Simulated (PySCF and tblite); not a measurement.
The numbers below are computed, except where a source is named.
C4H5N, numbered as in [CH2:1]=[CH:2][CH2:3][C:4]#[N:5].

Conformers came from 90 starts (ETKDG and KDG, MMFF94s, GFN2-xTB); geometries are PBE0-D3(BJ)/def2-SVP. Free energies are PBE0-D3(BJ)/def2-TZVP single points with GFN2-xTB rigid-rotor and vibrational terms (modes under about 100 cm⁻¹ blended into free rotors). Symmetry numbers and mirror images are counted. Conformers within 4 kcal/mol (GFN2-xTB free energy) were kept, 5 at most. Codes: tblite and PySCF.

Rotational constants are equilibrium values for the commonest isotopes; dipoles come from the energy level named.

Torsions listed: C1–C2–C3–C4. Of a mirror pair one member is shown.

```json
{"conformer": "1", "shape": "0°", "symmetry": "Cs", "weight %": "70.9"}
{"conformer": "2", "shape": "123°", "symmetry": "C1 (pair)", "weight %": "29.1"}
```

Sets of constants, in random order:

```json
{"set": "P", "A (MHz)": "11453", "B (MHz)": "3696", "C (MHz)": "2843", "abs μa (D)": "3.12", "abs μb (D)": "2.36", "abs μc (D)": "0.00"}
{"set": "Q", "A (MHz)": "19387", "B (MHz)": "2625", "C (MHz)": "2506", "abs μa (D)": "3.59", "abs μb (D)": "1.79", "abs μc (D)": "0.19"}
```

Question: Match each set to its conformer.

Answer: P is conformer 1, Q is conformer 2.
